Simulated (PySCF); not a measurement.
## Which functional comes closest?

Molecule: `InChI=1S/H3O3P/c1-4(2)3/h4H,(H2,1,2,3)`.

Bonds (- single, = double, # triple, : aromatic): O1=P2 1.473 Å, P2-O3 1.612 Å, P2-O4 1.624 Å. P2 carries H5; O3 carries H6; O4 carries H7.

Geometry PBE0-D3(BJ)/def2-SVP throughout; GIAO in PySCF 2.14, gas phase, one conformer, non-relativistic; equivalent atoms averaged; basis pcSseg-2.

Reference values (measured; solution, HCl; S. K. Latypov et al., Phys. Chem. Chem. Phys. 2015 (author manuscript)): δ(P2) = 3.0 ppm vs 85 % H3PO4. Computed shifts are taken against H3PO4, calculated as an isolated molecule at each level.

How do the functionals HF, LDA, PBE, BLYP, BP86, OPBE, KT2, KT3, B97-D, B3LYP, PBE0, mPW1PW91, WP04, B97-2, BHandHLYP, CAM-B3LYP, wB97X-D, LC-wPBE perform against the reference? Times are CPU seconds on shared hosts with different chips, so compare them loosely; the GGAs took longer than the global hybrids here, which isn't the general rule, and the cause wasn't traced.

## Answers


```tsv
functional	kind	P2	abs. error P	core-s
HF	Hartree–Fock	0.5	2.5	7.2
LDA	LDA	-5.5	8.5	19
PBE	GGA	-6.8	9.8	24
BLYP	GGA	-7.6	10.6	23
BP86	GGA	-6.7	9.7	23
OPBE	GGA	-5.1	8.1	24
KT2	GGA	-7.1	10.1	24
KT3	GGA	-6.4	9.4	24
B97-D	GGA	-6.0	9.0	24
B3LYP	global hybrid	-4.8	7.8	15
PBE0	global hybrid	-4.0	7.0	15
mPW1PW91	global hybrid	-3.8	6.8	10
WP04	global hybrid	-2.8	5.8	12
B97-2	global hybrid	-4.4	7.4	11
BHandHLYP	global hybrid	-2.5	5.5	11
CAM-B3LYP	range-separated hybrid	-5.1	8.1	15
wB97X-D	range-separated hybrid	-5.1	8.1	14
LC-wPBE	range-separated hybrid	-5.7	8.7	18
```

For 31P the closest is HF (2.5 ppm) and the furthest BLYP (10.6 ppm). One molecule is a small sample, and vibrational and solvent effects are absent from the calculation.
